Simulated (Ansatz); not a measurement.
C5H10O can be A, `CCCC(C)=O`, or B, `CC(C)=C(C)O`.

Isolated molecules relaxed with PBE0-D4/def2-TZVP in Ansatz; ΔE leaves out vibrations. CCSD(T)/CBS is the MP2 limit (def2-TZVPP, def2-QZVPP) plus CCSD(T) − MP2 in def2-TZVPP, frozen cores. Functionals use def2-TZVPP. B3LYP here is the variant with VWN-RPA as its local correlation; programs differ in this. Each species was taken in one conformer, which may not be the lowest.

(1) Which is lower in electronic energy at CCSD(T)/CBS, and by how much? (Best estimate.)

(2) Give E(B) − E(A) in kcal/mol with MP2/def2-TZVPP, PBE-D4, B3LYP-D4, B2PLYP, r2SCAN-D4, CCSD(T)/def2-TZVPP, CCSD/def2-TZVPP. (Estimate.)

Largest T1 diagnostic: 0.012.

Answers

(1) Computed: A, by 9.3 kcal/mol.

(2) The calculation gave: MP2/def2-TZVPP 9.4, PBE-D4 8.1, B3LYP-D4 9.5, B2PLYP 10.0, r2SCAN-D4 9.1, CCSD(T)/def2-TZVPP 10.0, CCSD/def2-TZVPP 10.6. None reverses the order clearly.

In def2-TZVPP, CCSD(T) changes the Hartree–Fock value by −4.5 kcal/mol (the triples alone add −0.6 kcal/mol) and MP2 by −5.1 kcal/mol.
